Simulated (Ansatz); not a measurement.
**C₂H₄Cl radical (built from SMILES [CH2]CCl): a barrier at many levels of theory**

How high is the barrier of this step (Cl1–C3 formed, Cl1–C2 broken), and how far do cheaper methods land from CCSD(T)?

Method: single points in def2-TZVPP on PBE0-D4/def2-TZVP structures; program: Ansatz 0.2.0, Gaussian basis.

Levels: SPW92, PBE-D4, BLYP-D4, r2SCAN-D4, B97M-V, PBE0-D4, B3LYP-D4, r2SCAN0-D4, BHLYP-D4, CAM-B3LYP-D4, wB97X-V, wB97M-V, B2PLYP, PBE-QIDH, RPA on PBE, Hartree-Fock, MP2, CCSD, CCSD(T). The reference is CCSD(T) at the basis limit, from triple and quadruple zeta. Zero-point energies come from PBE0-D4 vibrations.

Cores are frozen in the correlated methods. Orbitals are unrestricted. B3LYP uses VWN-RPA correlation. B2PLYP carries no dispersion term here.

4 further runs of the same task are left out: 4 set aside as unsound or not needed.

### 1 Start, saddle and end, as given

Charge 0, multiplicity 2. The folders r, ts and p hold the start, the saddle and the end; their coordinates stand in the first inputs.

```tsv
pair	r (Å)	ts (Å)	p (Å)
Cl1–C3	2.709	2.542	1.832
Cl1–C2	1.832	2.542	2.709
```

### 2 SPW92/def2-TZVPP

The input, r/in.yaml:

```yaml
crystal:
  periodic: [false, false, false]
  atoms:
    - {symbol: Cl, position_ang: [1.966479, 0.208534, -0.094330]}
    - {symbol: C, position_ang: [0.178208, 0.269626, -0.489142]}
    - {symbol: C, position_ang: [-0.596358, -0.351019, 0.580274]}
    - {symbol: H, position_ang: [0.087790, -0.248946, -1.441315]}
    - {symbol: H, position_ang: [-0.039941, 1.327604, -0.618842]}
    - {symbol: H, position_ang: [-0.864657, 0.218749, 1.460288]}
    - {symbol: H, position_ang: [-0.731521, -1.424449, 0.603068]}
basis:
  gaussian: {orbitals: def2-TZVPP}
magnetization: {spin_polarized: true, initial_magnetization: 1}
hamiltonian: {xc: lda}
```

The input, ts/in.yaml:

```yaml
crystal:
  periodic: [false, false, false]
  atoms:
    - {symbol: Cl, position_ang: [2.069479, -0.037963, 0.394211]}
    - {symbol: C, position_ang: [-0.220857, 0.321050, -0.649696]}
    - {symbol: C, position_ang: [-0.454612, -0.308646, 0.521071]}
    - {symbol: H, position_ang: [-0.067881, -0.234065, -1.566566]}
    - {symbol: H, position_ang: [-0.200398, 1.401671, -0.713255]}
    - {symbol: H, position_ang: [-0.629113, 0.246905, 1.433788]}
    - {symbol: H, position_ang: [-0.496617, -1.388851, 0.580447]}
basis:
  gaussian: {orbitals: def2-TZVPP}
magnetization: {spin_polarized: true, initial_magnetization: 1}
hamiltonian: {xc: lda}
```

The input, p/in.yaml:

```yaml
crystal:
  periodic: [false, false, false]
  atoms:
    - {symbol: Cl, position_ang: [1.786429, -0.276863, 0.808230]}
    - {symbol: C, position_ang: [-0.329164, 0.367842, -0.756205]}
    - {symbol: C, position_ang: [-0.022906, -0.272368, 0.518561]}
    - {symbol: H, position_ang: [-0.276053, -0.198082, -1.677012]}
    - {symbol: H, position_ang: [-0.409121, 1.445127, -0.819787]}
    - {symbol: H, position_ang: [-0.438474, 0.255555, 1.374368]}
    - {symbol: H, position_ang: [-0.310711, -1.321112, 0.551844]}
basis:
  gaussian: {orbitals: def2-TZVPP}
magnetization: {spin_polarized: true, initial_magnetization: 1}
hamiltonian: {xc: lda}
```

The same command starts each run, in its folder.

Started as:

```sh
$ ansatz run in.yaml --threads 2 --pin off --events-out ev --progress --plain --max-ram 4352MiB
```

Further steps of the session: PBE-D4/def2-TZVPP; BLYP-D4/def2-TZVPP; r2SCAN-D4/def2-TZVPP; B97M-V/def2-TZVPP; PBE0-D4/def2-TZVPP; B3LYP-D4/def2-TZVPP; r2SCAN0-D4/def2-TZVPP; BHLYP-D4/def2-TZVPP; CAM-B3LYP-D4/def2-TZVPP; wB97X-V/def2-TZVPP; wB97M-V/def2-TZVPP; B2PLYP/def2-TZVPP; PBE-QIDH/def2-TZVPP; RPA on PBE/def2-TZVPP; CCSD(T)/def2-TZVPP; MP2/def2-QZVPP; Vibrations of the start structure; Vibrations of the end structure.

Before running it: what results should come out? Wanted: barrier, CCSD(T)/CBS; reverse barrier, CCSD(T)/CBS; step energy, CCSD(T)/CBS; barrier with zero-point energy; step energy with zero-point energy; imaginary mode at the saddle; largest T1 diagnostic.

As calculated:

| quantity | value |
| --- | --- |
| barrier, CCSD(T)/CBS | 11.2 kcal/mol |
| reverse barrier, CCSD(T)/CBS | 11.2 kcal/mol |
| step energy, CCSD(T)/CBS | 0.0 kcal/mol |
| barrier with zero-point energy | 11.3 kcal/mol |
| step energy with zero-point energy | 0.0 kcal/mol |
| imaginary mode at the saddle | 184i cm⁻¹ |
| largest T1 diagnostic | 0.012 |

**Reading.** Among the functionals r2SCAN-D4 lands nearest to CCSD(T)/CBS (-0.2 kcal/mol) and BLYP-D4 farthest (-8.2 kcal/mol). Mean unsigned error by rung: LDA 2.1, GGA 5.7, meta-GGA 1.3, hybrid 2.2, range-separated hybrid 1.0, double hybrid 2.9 kcal/mol. PBE-D4 gives a barrier 3.2 kcal/mol too low, outside chemical accuracy (1 kcal/mol). The barrier rises with the share of exact exchange, from BLYP-D4 through B3LYP-D4 to BHLYP-D4 (-8.2, -4.7, -0.5 kcal/mol). Hartree-Fock, with no correlation, is off by +5.3 kcal/mol.
